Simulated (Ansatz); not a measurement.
Structure relaxation of SiAs3

These are results of Ansatz, DFT r2SCAN, scalar-relativistic, plane waves, PAW, not measurements.

The start puts SiAs3 on the Cu3Au (L1_2) structure type (Pm-3m, No. 221), with Si in place of Au, As in place of Cu, at a guessed volume.

The final relaxation ran on this input, with the default PAW datasets:

```yaml
crystal:
  lattice:
    - [4.2272318873, 0.0, 0.0]
    - [0.0, 4.2272318873, 0.0]
    - [0.0, 0.0, 4.2272318873]
  atoms:
    - { symbol: Si, position: [0.0, 0.0, 0.0] }
    - { symbol: As, position: [0.0, 0.5, 0.5] }
    - { symbol: As, position: [0.5, 0.0, 0.5] }
    - { symbol: As, position: [0.5, 0.5, 0.0] }
basis:
  ecutwfc: 500
kpoints:
  mp_grid: { grid: [12, 12, 12] }
hamiltonian:
  xc: r2scan
scf:
  occupations: { method: gaussian, width: 0.1 }
output:
  forces: true
  stress: true
  eigenvalues: true
relax:
  adjacent_minimum: "off"
  f_tol: 0.01
  max_steps: 80
  cell: { stress_tol: 0.05 }
```

Launched as:

```bash
ansatz run input.yaml --threads 1 --pin off --max-ram 2560MiB --backend cpu --events-out ev --progress --plain --runs-dir out
```

The run took 110 s on 1 thread of Intel(R) Xeon(R) Platinum 8259CL CPU @ 2.50GHz (Skylake/Cascade Lake), on a shared host, peak memory 0.68 GiB.

End of the output:

```
SCF converged after 5 iterations
Free energy (F): -15229.626482 eV
Harris-Foulkes:  -15229.626482 eV  (|F-HF|=3.64e-12)
Internal energy: -15229.616454 eV  (E = F + TS)
E sigma→0 (E₀):  -15229.621468 eV
Entropy (-TS):   -0.010028 eV (-2.507 meV/atom)
Fermi energy:    11.802324 eV
--- Per-component energies (eV) ---
  E_band       = -655.163006
  E_kinetic    = 344.021030
  E_local      = -4943.118728  (includes V_loc(G=0)·N_el)
  E_nonlocal   = -1986.845097
  E_hartree    = 2776.631758
  E_xc         = -273.123626
  E_vxc        = -303.661051  (∫ρ·V_xc dr)
  E_paw        = -6057.930462  (= ΣΔE_a)
  E_vpaw       = 664.827507  (= ΣTr[D̂ρ^β])
  E_aug_tail   = -0.000014  (compensation charges beyond the density's cutoff)
  E_vtau       = 16.349775  (kinetic-family band-sum trace: ∫τ·v_τ [+ j·A + Jᵃ·Aᵃ] dr)
  E_ewald      = -5084.802659
  E_core_change = -4.448656  (= ΣΔE_core)
  E_smearing   = -0.010028  (= −TS)
  E_closure    =  0.000000  (closes the sum)
  Σ components = -15229.626482   (vs F -15229.626482, Δ=0.00e0)
--- Forces (eV/Å), atoms counted from 1 ---
  atom   1  Si     0.00000000     0.00000000     0.00000000
  atom   2  As     0.00000000     0.00000000     0.00000000
  atom   3  As     0.00000000     0.00000000     0.00000000
  atom   4  As     0.00000000     0.00000000     0.00000000
  max |Σ_I F_I| component: 1.84e-30 eV/Å
--- Stress (GPa, compression-positive) ---
       -0.004048       0.000000       0.000000
        0.000000      -0.004048       0.000000
        0.000000       0.000000      -0.004048
  P = ⅓ Tr σ = -0.0040 GPa (-0.040 kbar)
--- Relaxed structure (4 steps of the walk, 4 accepted, 1 SCFs on fresh bases) ---
  F+E_penalty+E_count = -15229.62648196 eV   max|allowed force component| = 8.546e-31 eV/Å   (the final SCF, on the basis selected at the relaxed cell)
  cell:  # Å, volume = 73.3767 Å³
    - [4.186515, 0.000000, 0.0]
    - [0.000000, 4.186515, 0.000000]
    - [0.000000, 0.000000, 4.186515]
  atoms:
    - { symbol: Si, position: [0.000000, 0.000000, 0.000000] }
    - { symbol: As, position: [0.000000, 0.5, 0.5] }
    - { symbol: As, position: [0.5, 0.000000, 0.5] }
    - { symbol: As, position: [0.5, 0.5, 0.000000] }
```

Total energies depend on the potentials used, so only differences within one code and one set of settings carry meaning.

The result has space group Pm-3m (No. 221). Si is coordinated by 12 As at 2.96 Å; around As lie 4 Si at 2.96 Å and 8 As at 2.96 Å.

Against the elements it lies at 0.80 eV/atom. The zero of energy is the elements' standard structures at the same level; no fitted shifts are applied.

For metals, differences of a few meV/atom aren't resolved.

A structure relaxed within its symmetry needn't be a true minimum.